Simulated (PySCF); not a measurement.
# H2S2 (SMILES SS): CCSDT/STO-3G

Aim: the vertical ionisation energy of H2S2 at CCSDT/STO-3G, from 2 runs. Input form: a Python script.

The calculation is run with PySCF 2.14.0.

11 further runs of the same task are left out: 11 set aside as unsound or not needed.

## 1. The structure to begin with

H2S2 has 4 atoms, charge 0, and is taken as a singlet. As SMILES, `SS`. The coordinates come from a PBE0-D4/def2-TZVP relaxation.

Bond lengths: S1–S2 2.046 Å, S1–H3 1.347 Å, S2–H4 1.347 Å. Angles: S1–S2–H4 98.6°, S2–S1–H3 98.6°.

## 2. A single-point energy at CCSDT/STO-3G

run.py reads:

```python
from pyscf import gto, cc

molecule = gto.M(
    atom='''
S      1.482452    -1.491391     0.314998
S      0.113799     2.119441     0.127292
H     -0.425982    -2.556025     1.619269
H     -1.170288     1.927993    -2.061597
''',
    max_memory=1860,
    verbose=3,
    spin=0,
    unit='bohr',
    basis='sto-3g',
)

mf = molecule.RHF()
mf.conv_tol = 1e-10
mf.kernel()
if not mf.converged:
    mf = mf.newton().run(mf.mo_coeff, mf.mo_occ)

mycc = cc.CCSDT(mf, frozen=10)
mycc.kernel()
e_tot = mycc.e_tot
print(f'total energy: {e_tot:.8f} hartree')
```

Command:

```sh
$ OMP_NUM_THREADS=1 python run.py
```

The log of the run:

```text
converged SCF energy = -787.490467232116
_make_eris_incore_RCCSDT

WARN: A large `blksize` is being used, which may cause large memory consumption
      for storing contraction intermediates. If memory is sufficient, consider using
      `pyscf.cc.rccsdt_highm.RCCSDT` instead.

RCCSDT converged
E(RCCSDT) = -787.5598279706396   E_corr = -0.06936073852389799
E_corr(same-spin) = -0.0017274691957508
E_corr(oppo-spin) = -0.0676332693281472
total energy: -787.55982797 hartree
```

It took 1.1 s on 1 thread of Arm Neoverse V1, shared host; peak memory 0.12 GiB.

## 3. The doublet cation, same level

calc.py reads:

```python
from pyscf import gto, scf, cc

system = gto.Mole()
system.atom = '''
S        0.784480      -0.789210       0.166690
S        0.060220       1.121560       0.067360
H       -0.225420      -1.352590       0.856880
H       -0.619290       1.020250      -1.090950
'''
system.basis = 'sto-3g'
system.spin = 1
system.verbose = 3
system.charge = 1
system.max_memory = 1860
system.build()

mf = scf.UHF(system)
mf.conv_tol = 1e-10
mf.kernel()
if not mf.converged:
    mf = mf.newton().run(mf.mo_coeff, mf.mo_occ)

mycc = cc.CCSDT(mf, frozen=10)
mycc.kernel()
e_final = mycc.e_tot
print(f'total energy: {e_final:.8f} hartree')
```

Command:

```sh
$ OMP_NUM_THREADS=1 python calc.py
```

The log of the run:

```text
converged SCF energy = -787.236237404564  <S^2> = 0.81382193  2S+1 = 2.0628349
_make_eris_incore_UCCSDT

WARN: A large `blksize_v_aaa` is being used, which may cause large memory consumption
      for storing contraction intermediates. If memory is sufficient, consider using
      `pyscf.cc.uccsdt_highm.UCCSDT` instead.

WARN: A large `blksize_v_aab` is being used, which may cause large memory consumption
      for storing contraction intermediates. If memory is sufficient, consider using
      `pyscf.cc.uccsdt_highm.UCCSDT` instead.

UCCSDT converged
E(UCCSDT) = -787.3291859495154   E_corr = -0.09294854495155672
E_corr(same-spin) = -0.0126845048796144
E_corr(oppo-spin) = -0.0802640400719423
total energy: -787.32918595 hartree
```

Wall time 1.4 s (1 thread of Arm Neoverse V1, shared host); peak memory 0.1 GiB.

## 4. What came out

At CCSDT/STO-3G, 10 core orbitals frozen:

| quantity | value |
| --- | --- |
| singlet H2S2: total energy | -787.55983 Eh |
| singlet H2S2: dipole moment (Hartree–Fock density) | 1.13 D |
| singlet H2S2: HOMO energy (Hartree–Fock orbitals) | -7.41 eV |
| singlet H2S2: LUMO energy (Hartree–Fock orbitals) | 9.33 eV |
| singlet H2S2: HOMO–LUMO gap (Hartree–Fock orbitals) | 16.74 eV |
| singlet H2S2: correlation energy (10 core orbitals frozen) | -69.4 mEh |
| singlet H2S2: T1 diagnostic | 0.006 |
| doublet cation: total energy | -787.32919 Eh |
| doublet cation: HOMO energy (Hartree–Fock orbitals) (highest over α and β) | -14.53 eV |
| doublet cation: LUMO energy (Hartree–Fock orbitals) (lowest over α and β) | -6.28 eV |
| doublet cation: correlation energy (10 core orbitals frozen) | -92.9 mEh |
| doublet cation: ⟨S²⟩ of the reference determinant | 0.814 |
| doublet cation: T1 diagnostic | 0.049 |
| vertical ionisation energy (to the doublet cation) | 6.276 eV |

In words: The vertical ionisation energy comes to 6.28 eV (145 kcal/mol). In a minimal basis such a difference can be off by several eV, whatever the method. The T1 diagnostic (doublet cation) of 0.049 is above the customary mark for such species, so a single reference may not serve. Mulliken charges (doublet cation) of the mean-field density run from +0.10 on H3 to +0.40 on S1; they depend strongly on the basis.
